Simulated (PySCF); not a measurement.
Species: H2O.
Cartesian coordinates in Å at the PBE0-D3(BJ)/def2-SVP level; atoms count from 1:
```xyz
3
H2O angstrom
O     -0.041    0.397    0.000
H     -0.730   -0.276    0.000
H      0.771   -0.120    0.000
```

Computed with PySCF at CAM-B3LYP/def2-SVPD, non-relativistic, on one gas-phase PBE0-D3(BJ)/def2-SVP geometry that isn't relaxed in the solvent. The solvent is an IEF-PCM continuum (cavity from Bondi-type radii × 1.2), and excitations are vertical TDDFT with non-equilibrium linear response and a frozen core. Specific hydrogen bonds and non-electrostatic terms are outside this model.

Gas-phase singlets (H = HOMO, L = LUMO):

```
state  E (eV)  λ (nm)      f  leading configurations
   S1   7.516     165  0.052                 H→L 99%
   S2   9.362     132  0.000               H→L+1 95%
   S3   9.691     128  0.099               H-1→L 95%
   S4  10.844     114  0.006               H→L+3 98%
   S5  11.294     110  0.001               H→L+2 90%
```

**Question.** What are the lowest 5 singlets in benzene (ε = 2.271)?

**Answer.** 
| state | E (eV) | λ (nm) | f | leading configurations | change by rank (eV) |
| --- | --- | --- | --- | --- | --- |
| S1 | 7.695 | 161 | 0.067 | H→L 99% | +0.179 |
| S2 | 9.575 | 129 | 0.000 | H→L+1 95% | +0.213 |
| S3 | 9.800 | 127 | 0.118 | H-1→L 95% | +0.109 |
| S4 | 10.653 | 116 | 0.007 | H→L+2 98% | -0.191 |
| S5 | 11.148 | 111 | 0.001 | H→L+3 90% | -0.146 |

**Question.** How does the list change in chloroform (ε = 4.711)?

**Answer.** 
| state | E (eV) | λ (nm) | f | leading configurations | change by rank (eV) |
| --- | --- | --- | --- | --- | --- |
| S1 | 7.826 | 158 | 0.071 | H→L 99% | +0.310 |
| S2 | 9.695 | 128 | 0.000 | H→L+1 95% | +0.333 |
| S3 | 9.915 | 125 | 0.120 | H-1→L 95% | +0.224 |
| S4 | 10.546 | 118 | 0.006 | H→L+2 98% | -0.298 |
| S5 | 11.075 | 112 | 0.001 | H→L+3 90% | -0.219 |

**Question.** The ground-state energy changes by -0.193 eV from gas to chloroform. By how much does the total energy of gas-phase S1 change?

**Answer.** E(S1) = E(S0) + excitation energy, so it changes by -0.193 + 0.310 = +0.117 eV: it isn't lowered at all, while the ground state is. This is the vertical state, with the slow part of the continuum still set for S0.

**Question.** How do the frontier levels move from gas to chloroform?

**Answer.** 
```csv
orbital,gas (eV),solvent (eV),change (eV),"Löwdin shares, gas","Löwdin shares, solvent"
LUMO+2,3.98,3.73,-0.25,"O1 90 %, H2 5 %, H3 5 %",O1 93 %
LUMO+1,2.67,2.94,+0.27,"O1 65 %, H2 17 %, H3 17 %","O1 73 %, H2 13 %, H3 13 %"
LUMO,0.93,1.27,+0.34,"O1 62 %, H2 19 %, H3 19 %","O1 65 %, H2 17 %, H3 17 %"
HOMO,-10.74,-10.71,+0.03,"O1 87 %, H3 7 %, H2 7 %","O1 87 %, H3 6 %, H2 6 %"
HOMO-1,-12.78,-12.76,+0.02,"O1 82 %, H2 9 %, H3 9 %","O1 83 %, H2 9 %, H3 9 %"
HOMO-2,-16.52,-16.36,+0.16,"O1 65 %, H2 18 %, H3 18 %","O1 65 %, H2 17 %, H3 17 %"
HOMO-3,-29.61,-29.48,+0.13,"O1 60 %, H3 20 %, H2 20 %","O1 60 %, H3 20 %, H2 20 %"
```

The HOMO–LUMO gap goes from 11.67 to 11.99 eV.
